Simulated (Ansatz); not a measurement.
**Dissociation curves of S2O (Disulfur monoxide)**

The species is S2O (3 atoms), meant as a singlet with charge 0. As SMILES, `O=S=S`. The shape is that of a GFN2-xTB optimisation.

```jsonl
{"atom": "O", "x (Å)": "0.4314", "y (Å)": "1.1955", "z (Å)": "0.4831"}
{"atom": "S", "x (Å)": "0.5595", "y (Å)": "-0.2105", "z (Å)": "0.1593"}
{"atom": "S", "x (Å)": "-0.9908", "y (Å)": "-0.9851", "z (Å)": "-0.6424"}
```

The S2–S3 distance is scanned; the parts on either side stay rigid. Basis STO-3G, 11 core orbitals frozen in the correlated methods; program Ansatz 0.2.0. FCI is exact within this basis and core. Energies in eV from each method's value at 1.909 Å; methods without a U are spin-restricted; a dash marks a point that is missing or didn't converge. The shape above is that at 1.909 Å.

```csv
distance (Å),HF,SVWN5,BLYP,B3LYP,CAM-B3LYP,wB97X,B2PLYP
1.880,0.08,0.09,0.11,0.10,0.09,0.08,0.10
1.909,0.00,0.00,0.00,0.00,0.00,0.00,0.00
2.820,2.02,2.60,1.94,2.75,3.37,3.47,3.63
2.864,2.09,2.78,2.11,2.93,3.53,3.60,3.79
3.760,2.52,4.64,3.82,4.87,4.57,4.47,4.67
3.819,2.55,4.74,3.91,4.94,4.64,4.52,4.74
4.700,2.54,5.02,4.18,5.03,4.65,–,4.73
4.774,2.57,5.08,4.24,5.08,4.70,–,4.78
```

Problem. Estimate the FCI curve, and say how far off each method is.

Solution. 
```csv
distance (Å),FCI
1.880,0.14
1.909,0.00
2.820,0.58
2.864,0.64
3.760,0.72
3.819,0.77
4.700,0.72
4.774,0.77
```

Departure from the FCI curve at its largest: HF +1.82 eV at 4.70 Å; SVWN5 +4.31 eV at 4.77 Å; BLYP +3.47 eV at 4.77 Å; B3LYP +4.30 eV at 4.70 Å; CAM-B3LYP +3.93 eV at 4.70 Å; wB97X +3.75 eV at 3.82 Å; B2PLYP +4.01 eV at 4.77 Å. Restricted functionals keep the electrons paired too, and rise too high. Restricted Hartree–Fock keeps the electrons paired, so it rises far too high as the bond breaks.
